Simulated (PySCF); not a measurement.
# First hyperpolarisability: `c1c[cH-]nc1`, [C4H4N]-, charge -1

Cartesian coordinates in Å; atom numbers follow the order of the lines, from 1:
```xyz
9

C    -0.7809   -0.6497   -0.1163
C     0.6017   -0.9262   -0.0296
C     1.2164    0.3173    0.1308
N     0.3202    1.3321    0.1490
C    -0.8872    0.7379   -0.0013
H    -1.5885   -1.3624   -0.2449
H     1.0839   -1.8968   -0.0772
H     2.2802    0.5169    0.2343
H    -1.7975    1.3321   -0.0217
```

Total charge -1.

Computed with PySCF 2.14.0, quadratic response CAM-B3LYP/aug-cc-pVTZ first hyperpolarisability, Taylor convention, gas phase. Geometry: PBE0-D3(BJ)/def2-TZVP.

For a gas-phase anion, states above the detachment energy (about 1.6 eV, taken as minus the energy of the highest occupied orbital) lie in the continuum and depend on the basis.

**Question.** What is the first hyperpolarisability, and how does it disperse?

**Answer.** In au, Taylor convention; the vector part is βᵢ = ⅓ Σⱼ (βᵢⱼⱼ + βⱼᵢⱼ + βⱼⱼᵢ):
| process | λ (nm) | β vector norm | β HRS | depolarisation ratio |
| --- | --- | --- | --- | --- |
| static β(0;0,0) | ∞ | 208.2 | 123.8 | 2.48 |
| second harmonic β(−2ω;ω,ω) | 1907 | 249.9 | 148.5 | 2.55 |
| Pockels β(−ω;ω,0) | 1907 | 220.6 | – | – |
| second harmonic β(−2ω;ω,ω) | 1064 | 442.7 | 263.6 | 2.62 |
| Pockels β(−ω;ω,0) | 1064 | 253.3 | – | – |

**Question.** Which lowest excitations and polarisabilities go with it?

**Answer.** S1 2.82 eV (f = 0.000); S2 3.02 eV (f = 0.022); S3 3.20 eV (f = 0.000); isotropic α 71.8 au static, 72.4 au at 1907 nm, 73.6 au at 1064 nm, 74.0 au at 953.5 nm, 81.1 au at 532 nm.
